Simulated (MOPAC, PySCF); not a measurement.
Cl4Si, SMILES `Cl[Si](Cl)(Cl)Cl`, neutral singlet in the gas phase. 

Cartesian coordinates (Å):
SMILES: Cl[Si](Cl)(Cl)Cl
```xyz
5

Cl    -1.5107    -0.3846    -1.3042
Si     0.0000     0.0000     0.0000
Cl     0.0829     1.9966     0.3710
Cl    -0.3348    -0.9988     1.7382
Cl     1.7626    -0.6132    -0.8050
```
Charge 0, spin multiplicity 1.

All levels are single points at this geometry (B3LYP-D3(BJ)/def2-TZVP); Pople sets use spherical d functions. Orbital energies aren't observables, and empty levels follow the basis.

PBE/6-31G* in PySCF gives gap (eV) = 6.31.

Question: Estimate the gap (eV) from each of these levels: B3LYP-D3(BJ)/def2-TZVP in PySCF; PBE-D3(BJ)/def2-TZVP in PySCF; B3LYP/6-311+G** in PySCF; B3LYP/6-31G* in PySCF; B3LYP/LANL2DZ in PySCF; BP86/6-31G* in PySCF; M06-2X/6-31G* in PySCF; SVWN5/6-31G* in PySCF; HF/STO-3G in PySCF; AM1 in MOPAC; PM3 in MOPAC; PM6 in MOPAC.

Answer: 
```json
[
 {"level": "B3LYP-D3(BJ)/def2-TZVP in PySCF", "gap (eV)": "8.25"},
 {"level": "PBE-D3(BJ)/def2-TZVP in PySCF", "gap (eV)": "6.37"},
 {"level": "B3LYP/6-311+G** in PySCF", "gap (eV)": "7.95"},
 {"level": "B3LYP/6-31G* in PySCF", "gap (eV)": "8.19"},
 {"level": "B3LYP/LANL2DZ in PySCF", "gap (eV)": "7.81"},
 {"level": "BP86/6-31G* in PySCF", "gap (eV)": "6.30"},
 {"level": "M06-2X/6-31G* in PySCF", "gap (eV)": "11.02"},
 {"level": "SVWN5/6-31G* in PySCF", "gap (eV)": "6.19"},
 {"level": "HF/STO-3G in PySCF", "gap (eV)": "16.94"},
 {"level": "AM1 in MOPAC", "gap (eV)": "11.32"},
 {"level": "PM3 in MOPAC", "gap (eV)": "9.31"},
 {"level": "PM6 in MOPAC", "gap (eV)": "10.21"}
]
```
